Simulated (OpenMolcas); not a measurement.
**CH4OSi (SMILES C1O[SiH2]1): levels of theory compared**

Wanted: a comparison of 6 runs (HF/STO-3G, SVWN5/3-21G, PBE0/6-31G**, PBE0/def2-SVP, MP2/cc-pVDZ, MCPF/MIDI) of CH4OSi. 

The calculation is run with OpenMolcas 26.06.

14 further runs of the same task are left out: 1 that didn't finish, 13 set aside as unsound or not needed.

## Step 1: Starting point

CH4OSi has 7 atoms, charge 0, and is taken as a singlet. As SMILES, `C1O[SiH2]1`. Geometry: relaxed at GFN2-xTB.

Bond lengths: C1–O2 1.468 Å, C1–Si3 1.845 Å, O2–Si3 1.640 Å, C1–H4 1.081 Å, C1–H5 1.081 Å, Si3–H6 1.447 Å, Si3–H7 1.447 Å. Some angles: C1–O2–Si3 72.6°, O2–C1–Si3 58.0°, C1–Si3–O2 49.4°, O2–C1–H4 111.6°, O2–C1–H5 111.7°, Si3–C1–H4 122.4°, Si3–C1–H5 122.4°, C1–Si3–H6 118.1°, C1–Si3–H7 118.0°, O2–Si3–H6 115.1°.

## Step 2: Energy and forces at HF/STO-3G (run 1)

The input, calc.inp:

```
* CH4OSi Hartree-Fock

&GATEWAY
  BASLIB
  $CurrDir
  COORD
  7
  angstrom
  C       -0.565460      -0.267790      -0.693370
  O       -0.024570      -1.108770       0.381340
  Si       0.546130       0.410820       0.612900
  H       -1.641920      -0.191990      -0.635400
  H       -0.200000      -0.574290      -1.663000
  H       -0.056920       1.133360       1.712170
  H        1.942730       0.598670       0.285370
  BASIS
  STO-3G
  GROUP
  NoSym

&SEWARD

&SCF
  THRESHOLDS
  1e-10 1e-07 1e-07 1e-05
  PRORBITALS
  1 1

&ALASKA
```

The basis set STO-3G is read from a file made from the Basis Set Exchange's data (not shown).

Started as:

```bash
$ export MOLCAS_MEM=1860
$ pymolcas calc.inp > calc.log
```

Log:

```text
--- Start Module: gateway ---
[...]
--- Stop Module: gateway /rc=_RC_ALL_IS_WELL_ ---
[...]
      Basis functions           23
[...]
--- Start Module: scf ---
[...]
       Convergence after  12 Iterations
[...]
::    Total SCF energy                               -399.1193525072
[...]
      Total spin, S                                     0.0000000000
[...]
      Total electronic charge=   32.000000
      Total            charge=   -0.000000
[...]
      Dipole Moment (debye):
      Origin of the operator (angstrom)=    0.1357   -0.1413    0.2437
                   X=  8.4228E-01               Y=  2.1095E+00               Z=  3.9276E-01           Total=  2.3051E+00
      Quadrupole Moment (debye*angstrom):
[...]
--- Stop Module: scf /rc=_RC_ALL_IS_WELL_ ---
--- Start Module: alaska ---
[...]
 *              Molecular gradients               *
 **************************************************
  Irreducible representation: a
 ------------------------------------------------------------------------------------------
                              X                       Y                       Z
 ------------------------------------------------------------------------------------------
  C1               -3.19743414969382E-02   -3.44080244946632E-03   -4.40124905106245E-02
  O2                1.72952072645660E-02    4.80048106503972E-02    6.60256729191033E-03
  SI3               7.42458764397291E-03   -3.44822600980699E-02    2.30364847283475E-02
  H4                4.93854982161590E-03   -5.98557346253048E-03    4.17207214728266E-03
  H5                3.61488916961528E-04   -4.53053286541749E-03    7.35661599629100E-03
  H6               -1.21969115997713E-02    3.79226296126012E-03    1.08914211532301E-02
  H7                1.41514194495924E-02   -3.35790473611930E-03   -8.04667080645038E-03
 ------------------------------------------------------------------------------------------
--- Stop Module: alaska /rc=_RC_ALL_IS_WELL_ ---
[...]
```

Run time: 2 s. Hardware: 1 thread of Arm Neoverse V1, shared host; peak memory 0.37 GiB.

## Step 3: Energy and gradient at SVWN5/3-21G (run 2)

The input, mol.xyz:

```xyz
7

C     -0.565460    -0.267790    -0.693370
O     -0.024570    -1.108770     0.381340
Si     0.546130     0.410820     0.612900
H     -1.641920    -0.191990    -0.635400
H     -0.200000    -0.574290    -1.663000
H     -0.056920     1.133360     1.712170
H      1.942730     0.598670     0.285370
```

The input, calc.input:

```
* CH4OSi Kohn-Sham DFT

&GATEWAY
 BASLIB
 $CurrDir
 COORD
 mol.xyz
 BASIS
 3-21G
 GROUP
 NoSym

&SEWARD
 GRIDINPUT
 Grid=UltraFine
 End of Grid

&SCF
 KSDFT
 SVWN5
 THRESHOLDS
 1e-10 1e-07 1e-07 1e-05
 PRORBITALS
 0

&ALASKA
```

The basis set 3-21G is read from a file made from the Basis Set Exchange's data (not shown).

Started as:

```bash
$ export MOLCAS_MEM=1860
$ pymolcas calc.input > calc.log
```

Log:

```text
--- Start Module: gateway ---
[...]
--- Stop Module: gateway /rc=_RC_ALL_IS_WELL_ ---
[...]
      Basis functions           39
[...]
--- Start Module: scf ---
[...]
       Convergence after  14 Iterations
[...]
::    Total KS-DFT energy                            -400.9262472812
[...]
      Total spin, S                                     0.0000000000
[...]
      Total electronic charge=   32.000000
      Total            charge=   -0.000000
[...]
      Dipole Moment (debye):
      Origin of the operator (angstrom)=    0.1357   -0.1413    0.2437
                   X=  2.7276E-01               Y=  1.6997E+00               Z= -2.5380E-01           Total=  1.7401E+00
      Quadrupole Moment (debye*angstrom):
[...]
--- Stop Module: scf /rc=_RC_ALL_IS_WELL_ ---
[...]
--- Start Module: alaska ---
[...]
 *              Molecular gradients               *
 **************************************************
  Irreducible representation: a
 ------------------------------------------------------------------------------------------
                              X                       Y                       Z
 ------------------------------------------------------------------------------------------
  C1                8.02967648458441E-03    1.66583863470238E-04    1.08828828840553E-02
  O2                1.54600610323783E-02    8.35331871010343E-02   -9.39764818957500E-03
  SI3              -1.54877977939520E-02   -5.31172110955076E-02   -2.10192068696191E-03
  H4                1.28720411347025E-02   -7.56927151709663E-03    2.02886703919842E-04
  H5               -5.87481661304357E-03   -2.43083730808957E-03    1.35012723727734E-02
  H6                4.93823039743924E-03   -1.35704434007891E-02   -1.53635265752072E-02
  H7               -1.99373946421284E-02   -7.01200764300913E-03    2.27605349100801E-03
 ------------------------------------------------------------------------------------------
--- Stop Module: alaska /rc=_RC_ALL_IS_WELL_ ---
[...]
```

It took 9 s on 1 thread of Arm Neoverse V1, shared host; peak memory 0.37 GiB.

## Step 4: Energy and forces at PBE0/6-31G(d,p) (spherical functions) (run 3)

mol.xyz is that of step 3.

The input, job.input:

```
&GATEWAY
 BasLib=$CurrDir
 Coord=mol.xyz
 Basis=6-31Gss
 Group=NoSym

&SEWARD
 GridInput
 Grid=UltraFine
 End of Grid

&SCF
 KSDFT=PBE0
 Thresholds=1e-10 1e-07 1e-07 1e-05
 PrOrbitals=1 2

&ALASKA
```

The basis set 6-31G** is read from a file made from the Basis Set Exchange's data (not shown).

Started as:

```bash
$ export MOLCAS_MEM=1860
$ pymolcas job.input > job.log
```

Log:

```text
--- Start Module: gateway ---
[...]
--- Stop Module: gateway /rc=_RC_ALL_IS_WELL_ ---
[...]
      Basis functions           66
[...]
--- Start Module: scf ---
[...]
       Convergence after  13 Iterations
[...]
::    Total KS-DFT energy                            -404.9183516997
[...]
      Total spin, S                                     0.0000000000
[...]
      Total electronic charge=   32.000000
      Total            charge=   -0.000000
[...]
      Dipole Moment (debye):
      Origin of the operator (angstrom)=    0.1357   -0.1413    0.2437
                   X=  3.9976E-01               Y=  1.7708E+00               Z= -1.0267E-01           Total=  1.8183E+00
      Quadrupole Moment (debye*angstrom):
[...]
--- Stop Module: scf /rc=_RC_ALL_IS_WELL_ ---
[...]
--- Start Module: alaska ---
[...]
 *              Molecular gradients               *
 **************************************************
  Irreducible representation: a
 ------------------------------------------------------------------------------------------
                              X                       Y                       Z
 ------------------------------------------------------------------------------------------
  C1               -9.46584215452617E-03   -9.94355748107356E-04   -1.32755304348047E-02
  O2                7.42821646411507E-03    2.66883475905857E-02    6.46809617833366E-04
  SI3               1.18169705280238E-02   -6.72508414669437E-03    1.88514828951147E-02
  H4                6.38840600572887E-03   -3.40023049264909E-03    1.43363311546435E-04
  H5               -2.79160686594793E-03   -7.89829164818179E-04    6.62801720808348E-03
  H6                1.34112913345863E-05   -9.13458433846204E-03   -1.12233198032632E-02
  H7               -1.33895552687333E-02   -5.64426369983950E-03   -1.77082279457297E-03
 ------------------------------------------------------------------------------------------
--- Stop Module: alaska /rc=_RC_ALL_IS_WELL_ ---
[...]
```

Run time: 19 s. Hardware: 1 thread of Arm Neoverse V1, shared host; peak memory 0.41 GiB.

Runs 4 to 5 aren't shown in full; the table further down has their settings and results.

## Step 5: A single-point energy at MCPF/MIDI (run 6)

The input, test.input:

```
>>> EXPORT MOLCAS_PRINT=2

&gateway
 baslib=$CurrDir
 coord
 7
 angstrom
 C       -0.565460      -0.267790      -0.693370
 O       -0.024570      -1.108770       0.381340
 Si       0.546130       0.410820       0.612900
 H       -1.641920      -0.191990      -0.635400
 H       -0.200000      -0.574290      -1.663000
 H       -0.056920       1.133360       1.712170
 H        1.942730       0.598670       0.285370
 basis=MIDI
 group=NoSym

&seward

&scf
 prorbitals=0

&motra
 frozen=7

&guga
 electrons=18
 spin=1
 inactive=9
 active=0
 ciall=1

&cpf
 mcpf
```

The basis set MIDI is read from a file made from the Basis Set Exchange's data (not shown).

Started as:

```bash
$ export MOLCAS_MEM=1860
$ pymolcas test.input > test.log
```

Log:

```text
--- Start Module: gateway ---
[...]
--- Stop Module: gateway /rc=_RC_ALL_IS_WELL_ ---
[...]
      Basis functions           39
[...]
       Convergence after  12 Iterations
[...]
::    Total SCF energy                               -401.6635904795
[...]
      Total spin, S                                     0.0000000000
[...]
      *** WARNING: Default frozen orbitals is overwritten by user input.
      *** Default values:   4
[...]
--- Start Module: guga ---
[...]
--- Stop Module: guga /rc=_RC_ALL_IS_WELL_ ---
--- Start Module: cpf ---
[...]
      Active orbitals                            0       0
[...]
      Spin quantum number                      0.0
[...]
     FINAL MCPF ENERGY         -401.95012409
     FINAL CORRELATION ENERGY   -0.28653361  REFERENCE ENERGY    -401.66359048
[...]
      Total electronic charge=   32.000000
      Total            charge=    0.000000
[...]
      Dipole Moment (debye):
      Origin of the operator (angstrom)=    0.1357   -0.1413    0.2437
                   X=  2.0647E-01               Y=  1.8157E+00               Z= -3.9009E-01           Total=  1.8686E+00
      Quadrupole Moment (debye*angstrom):
[...]
--- Stop Module: cpf /rc=_RC_ALL_IS_WELL_ ---
[...]
```

Wall time 2.4 s (1 thread of Arm Neoverse V1, shared host); peak memory 0.37 GiB.

## Step 6: Overview of the runs

| run | level | integration grid | task | energy (Eh) | dipole moment (D) of the reference | HOMO energy (eV) | LUMO energy (eV) | wall time |
| --- | --- | --- | --- | --- | --- | --- | --- | --- |
| 1 | HF/STO-3G | – | gradient | -399.119353 | 2.31 | -7.48 | 9.72 | 2 s |
| 2 | SVWN5/3-21G | UltraFine | gradient | -400.926247 | 1.74 | -5.96 | -0.91 | 9 s |
| 3 | PBE0/6-31G** (spherical functions) | UltraFine | gradient | -404.918352 | 1.82 | -7.26 | -0.18 | 19 s |
| 4 | PBE0/def2-SVP | UltraFine | gradient | -404.753383 | 1.81 | -7.37 | -0.14 | 19 s |
| 5 | MP2/cc-pVDZ | – | energy | -404.367899 | 2.29 | -10.23 | 3.09 | 3.3 s |
| 6 | MCPF/MIDI | – | energy | -401.950124 | 2.65 | -10.56 | 3.11 | 2.4 s |

## Step 7: What came out

| quantity | value |
| --- | --- |
| run 6: total energy | -401.95012 Eh |
| run 6: dipole moment (mean-field density) | 2.65 D |
| run 6: HOMO energy (Hartree–Fock orbitals) | -10.56 eV |
| run 6: LUMO energy (Hartree–Fock orbitals) | 3.11 eV |
| run 6: HOMO–LUMO gap (Hartree–Fock orbitals) | 13.67 eV |
| run 6: correlation energy (7 core orbitals frozen) | -286.5 mEh |

Over runs 1, 2, 3, 4 the dipole moment (its size) runs from 1.74 D (SVWN5/3-21G) to 2.31 D (HF/STO-3G). The two ends differ in method and basis. Over runs 1, 2, 3, 4 the HOMO–LUMO gap runs from 5.04 eV (SVWN5/3-21G) to 17.20 eV (HF/STO-3G). Totals of different functionals can't be ranked against each other. In run 1 the basis is minimal, so the values are rough. All runs together took 55 s, the longest 19 s.
